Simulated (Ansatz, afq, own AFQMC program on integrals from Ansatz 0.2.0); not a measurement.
AFQMC on a folder of integrals that Ansatz 0.2.0 wrote.

```yaml
crystal:
  periodic: [false, false, false]
  atoms:
    - {symbol: Pd, position_ang: [0.000000, 0.000000, 0.000000]}
basis:
  gaussian: {orbitals: def2-SVP}
magnetization: {spin_polarized: false}
correlation: {method: ccsd_t, electrons: outside_noble_gas, hamiltonian_folder: ham}
```

```sh
$ ansatz run in.yaml --threads 1 --pin off --events-out ev --progress --plain --max-ram 24576MiB --backend cuda --devices 0, --max-vram 18GiB
```

Options of the walk:

```
--method phaseless --trial hf --walkers 4000 --populations 20 --least-time 40 --time-step 0.005 --steps-per-block 20 --equilibration-blocks 160 --max-blocks 4000 --target-error 0.0009500 --factor-cut 1e-05 --seed 7848 --taylor-order 6
```

Times are imaginary, in 1/Eh. The walk had a cap of 49 s. With eight or more populations the least sampling time is a fifth of least-time, and the error comes from their spread. Core potentials past Kr, no spin–orbit coupling.

```
orbitals 27  electrons 5 5  factors 208 of 226
reference energy -127.00035120 Eh
CCSD correlation -0.21215546 Eh in 9 cycles, weight of the determinant in the CISD state 0.9422
energy of the start -127.000351 Eh
 block  time / (1/Eh)  mean weight  energy / Eh
     1     0.100  1.0016  -127.080911
     2     0.200  1.0024  -127.126951
     3     0.300  1.0019  -127.157611
     4     0.400  1.0013  -127.171663
     5     0.500  1.0018  -127.184079
     8     0.800  1.0010  -127.200900
    13     1.300  0.9999  -127.210917
    31     3.100  1.0001  -127.213355
    49     4.900  1.0002  -127.218864
    67     6.700  1.0000  -127.216408
    85     8.500  0.9997  -127.220832
   103    10.300  1.0000  -127.222150
   121    12.100  0.9998  -127.225930
   139    13.900  0.9998  -127.233143
   151    15.100  0.9999  -127.239012
   157    15.700  1.0000  -127.229317
   175    17.500  0.9997  -127.230188
   193    19.300  0.9999  -127.230188
   211    21.100  1.0004  -127.232734
   229    22.900  0.9995  -127.231002
   247    24.700  1.0002  -127.228922
   259    25.900  0.9999  -127.238869
error from the spread of 20 populations
energy -127.231250 +/- 0.000937 Eh
(rows thinned)
```

Estimate how long the walk took on 1 × NVIDIA H100 80GB HBM3 with 2 threads of AMD EPYC 7R13 Processor (Zen 3), with other jobs on the host (the card was shared).

9.9 s of wall time.

The run passed its tests (sampling time, drift between the halves within three errors, error under three times the target), which doesn't prove that it has relaxed.

Against this walk (error 25.5 meV) on the same determinant: CCSD(T) 279.0 meV higher, CCSDT(Q) 305.8 meV higher, CCSDTQ 295.5 meV higher, a separate phaseless walk with a CISD trial and standard settings 285.6 ± 25.6 meV higher. The error is statistical and leaves out the bias of the constraint. CCSDTQ is the surest value here, so the walk's 295 meV below it is most likely the bias of the constraint with this trial, which can have either sign.

Cautions: constraint bias not in the error; no spin-orbit coupling; outer-core shells of the metal frozen.

CCSDT and higher add their correlation energy to the determinant of the CCSD(T) run, since their own runs factorise the integrals more tightly (a shift of under 2 meV). A walk keeps the symmetry of its determinant, which the program's search chose and which needn't be the lowest solution, so a lower state of the same spin and another symmetry isn't excluded.
